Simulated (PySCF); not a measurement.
Gas-phase reaction: Si2H5 + H + 2 C3H7 (i-propyl) → 2 (CH3)3SiH

Method: PySCF energies plus ideal-gas RRHO corrections (1 bar). † marks an energy on the PBE0/def2-TZVP geometry and frequencies; other levels use their own. MP2 and CCSD(T) freeze the core. 6-31G* has spherical d functions here. Open shells (unrestricted): Si2H5 (multiplicity 2), H (multiplicity 2), C3H7 (i-propyl) (multiplicity 2); the rest are closed-shell singlets. B3LYP is the form with VWN-RPA correlation. Si2H5: computed as isolated molecules; such fragments, hydroxides, amides, oligomers or adducts are transient or little studied in the gas. MP2 isn't extrapolated to the basis-set limit. CCSD(T) isn't extrapolated to the basis-set limit.

CCSD(T)/def2-SVP† gives ΔH°(298 K) = -835 kJ.

**Question.** What do HF/6-31G*, MP2/def2-SVP†, B3LYP/6-31G* give?

**Answer.** HF/6-31G*: -666 kJ; MP2/def2-SVP†: -864 kJ; B3LYP/6-31G*: -835 kJ. For scale, ΔH°(298 K) is -835 kJ at this level, -930 kJ at ωB97M-V/def2-TZVP†, and runs from -956 to -666 kJ over the 18 levels computed.
